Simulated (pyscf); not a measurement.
This saddle point was located with ωB97X-D3(BJ)/def2-SVP in PySCF.

```xyz
11

N     -1.3853    -0.6397    -0.4758
Si     0.0155     0.6093    -0.1467
F      1.2063    -0.5184    -0.4905
H     -1.4144    -0.9945    -1.4329
H     -1.3854    -1.4445     0.1528
H      0.3875     0.7741     1.2892
H      0.3375     1.5088    -1.2933
N     -1.6619     1.6319     0.1764
H     -2.0428     0.3391    -0.1852
H     -1.8365     1.9557     1.1278
H     -1.8657     2.4075    -0.4540
```
Charge 0, spin multiplicity 1.

Surface: singlet, charge 0. Lowest wavenumbers (cm⁻¹): 1190i, 179, 242, 259, 443.

Problem. What reaction is this the transition state of?

Solution. H₂N–SiH₂–F + NH₃ ⇌ NH₃ + H₂N–SiH₂–F, a four-centre exchange read from left to right: N–Si, H–N broken and H–N, N–Si formed. At CCSD(T)/def2-TZVPP + ΔMP2(QZVPP) it lies +110.2 kJ/mol from the left side and +110.2 kJ/mol from the right (each side as separated species at their lowest minima found). On the product side the descent ends in an adduct with a N–Si contact, 51.3 kJ/mol over the separated species and 45.8 kJ/mol under the saddle at ωB97X-D3(BJ)/def2-TZVP. What is counted as broken (N–Si) persists as a longer contact in the product adduct; parting that adduct is a step of its own. At ωB97X-D3(BJ)/def2-TZVP the barrier from the zero used here is 97.2 kJ/mol. One saddle was located; it need not be the lowest between these sides. The CCSD(T) − MP2 part came from Ansatz, without density fitting, on the same reference.
